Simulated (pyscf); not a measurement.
Elementary routes open to `[SiH3][PH2]` + `[PH3]` in the gas phase (singlet surface):
A. `[PH2][SiH2][PH2]` + `[H][H]` (H–Si, H–P broken; P–Si, H–H formed)
B. `[SiH3][PH][PH2]` + `[H][H]` (H–P, H–P broken; P–P, H–H formed)

Single points on ωB97X-D3(BJ)/def2-SVP structures (PySCF, gas phase).

Question: Rank the routes by free-energy barrier at 600 K, lowest first, for ωB97M-D3(BJ)/def2-TZVP energies (ideal gas, 1 atm, RRHO with modes under 100 cm⁻¹ raised to 100, one conformer, R ln 2 for chiral ones without a mode under 150 cm⁻¹).

Answer: A (363.2 kJ/mol), B (393.7 kJ/mol)

Route A is the fastest of these, ahead of the next by 30.5 kJ/mol. The most stable products are those of A (ΔG = +14.6 kJ/mol), so kinetics and thermodynamics agree. At 1200 K A is still the fastest. Only these routes are compared; each barrier is that of the saddle found, and lower ones may exist.
